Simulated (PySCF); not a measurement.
C5H12N (doublet state).
Z-matrix (Å and degrees, GFN2-xTB geometry), rows numbered from 1:
```
C 
C   1  1.5305
C   2  1.5308  1  109.46
C   2  1.5308  1  109.34  3  -120.60
C   2  1.5441  1  108.56  3   119.84
N   5  1.3898  2  120.30  1   179.09
H   1  1.0878  2  110.35  3    60.61
H   1  1.0883  2  110.76  3  -179.63
H   1  1.0883  2  110.86  3   -59.24
H   3  1.0885  2  111.11  1   178.87
H   3  1.0884  2  110.52  1    58.81
H   3  1.0878  2  110.45  1   -61.20
H   4  1.0877  2  110.41  1    62.21
H   4  1.0883  2  111.10  1  -177.76
H   4  1.0882  2  110.47  1   -57.75
H   5  1.1071  2  109.18  1   -57.30
H   5  1.1057  2  109.80  1    54.75
H   6  1.0169  5  112.87  2     3.79
```

The hyperfine couplings belong to this conformer and change with its torsions.

The species is `CC(C)(C)C[NH]` [radical].

Computed, not measured: UKS B3LYP, pcH-1 on C H N, non-relativistic, mean-field spin-orbit, GIAO in PySCF 2.14.0. One conformer (not necessarily the lowest) at the GFN2-xTB geometry, without solvent, vibrations or thermal averaging. Couplings are sensitive to structure, and on GFN2-xTB geometries they can be far from those on DFT ones. No stability test was run, so a lower SCF solution isn't excluded.

Question: Match the computed a_iso(1H) values +170.1, -59.3, +0.2 MHz (means over equivalent nuclei) with the sites H7 (×9); H16/H17; H18.

Answer: 
```json
{"site": "H7 (×9)", "a_iso (MHz)": "+0.2", "ρ(0) (bohr⁻³)": "0.0000", "position": "4 bonds from N6", "distance from N6 (Å)": "3.70", "bound to": "C1/C3/C4", "spin population there": "0.00", "largest |T| (MHz)": "3.5"}
{"site": "H16/H17", "a_iso (MHz)": "+170.1", "ρ(0) (bohr⁻³)": "+0.0381", "position": "2 bonds from N6", "distance from N6 (Å)": "2.01", "bound to": "C5", "spin population there": "-0.09", "largest |T| (MHz)": "11.1"}
{"site": "H18", "a_iso (MHz)": "-59.3", "ρ(0) (bohr⁻³)": "-0.0133", "position": "1 bond from N6", "distance from N6 (Å)": "1.02", "bound to": "N6", "spin population there": "+0.96", "largest |T| (MHz)": "61.1"}
```

ρ(0) is the spin density at the nucleus and T the dipolar tensor; entries for several nuclei are means. Largest spin populations (Mulliken): N6 (+0.96), C5 (-0.09), H16 (+0.08) and H17 (+0.07). N6 is the only atom above +0.15.

Nuclei that the bonding pattern makes equivalent are averaged, as if the motion that swaps them (rotation, inversion, ring flip) were fast. The 1H value of +170.1 MHz is a mean of couplings from 156.1 to 184.1 MHz in this one geometry, not an average over conformers.

On Arm Neoverse V1, one thread, no GPU, shared host with 32 logical CPUs at a one-minute load of 21, this took 70 s (with the writing of density and orbital grids) and 0.97 GiB of memory at its peak.
